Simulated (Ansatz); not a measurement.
## How far each method lies from full CI for GeN⁺, triplet

Geometry: a point of a stretch scan, not a stationary point.

```csv
atom,x (Å),y (Å),z (Å)
Ge,0.0000,0.0000,0.0000
N,0.0000,0.0000,2.1110
```

Basis cc-pVDZ; Ansatz 0.2.0. Only valence electrons are correlated (noble-gas cores and the filled d shells of p-block atoms frozen), which leaves 8 electrons in 26 orbitals. Prefix R: restricted or restricted open-shell reference; prefix U: unrestricted. Active spaces: pair = (4e, 4o) about the gap; valence = (8e, 8o) chosen from the atoms' valence shells. No spin–orbit coupling is included, and no scalar relativity.

Full CI is exact within this basis and frozen core; it isn't the basis-set limit. The frozen core follows each run's orbitals, which can shift R against U totals by a few meV for light atoms and by up to 0.1 eV past Ca.

For open shells CISD is restricted-active-space CI with the open shells as a complete middle space.

```
UHF ⟨S²⟩                            : 2.913
⟨S²⟩ of the determinant under UCCSD : 2.162
T1 diagnostic (RCCSD)               : 0.0397
largest doubles amplitude (RCCSD)   : 0.111
```

```csv
level,E − E(full CI) (kJ/mol),share of correlation (%),wall time
RHF,517.4,0.00,–
RMP2,112.7,78.22,–
CISD,50.6,90.21,2.7 s
RCCSD,21.7,95.80,–
RCCSD(T),5.8,98.87,7 s
BCCD(T),6.3,98.79,6.5 s
RCCSDT,1.4,99.73,–
RCCSDT(Q),0.0,100.00,13 s
RCCSDTQ,-0.1,100.01,22 s (H100)
CASSCF (pair space),433.4,16.24,–
NEVPT2 (pair space),96.6,81.34,2.9 s
MRCISD (pair space),36.7,92.91,–
MRCISD+Q (pair space),0.4,99.92,3.8 s
CASSCF (valence space),326.4,36.92,–
NEVPT2 (valence space),61.2,88.17,5 s
MRCISD (valence space),15.3,97.04,–
MRCISD+Q (valence space),-0.8,100.16,6 s
```

The correlation energy at full CI, counted from RHF, is -5.363 eV. That run took 22 s on 2 threads of AMD EPYC 7R13 with a shared H100 80 GB, shared host over 55,868,912 determinants.

Run but not shown, since their state, orbitals or frozen core can't be matched to the reference's or they repeat it: UHF, UMP2, UCCSD, UCCSD(T), UCCSDT, UCCSDT(Q), UCCSDTQ.

Times hold each run's SCF and search for its determinant on a shared host, so for small cases they say little of a method's own cost; rows without a card ran on 1 thread of AMD EPYC 7R13. Some runs computed forces too.

More than 5 meV below full CI, which no variational method can be: MRCISD+Q (valence space).

The full-CI state has the irrep A2 of C2v, in the program's axes (one component, if the state is degenerate).

Natural occupations of full CI about the gap: 1.967 1.929 1.872 0.983 0.983 0.098 0.047 0.047 0.010 0.010; effectively unpaired electrons, Σ n²(2−n)², 2.13.
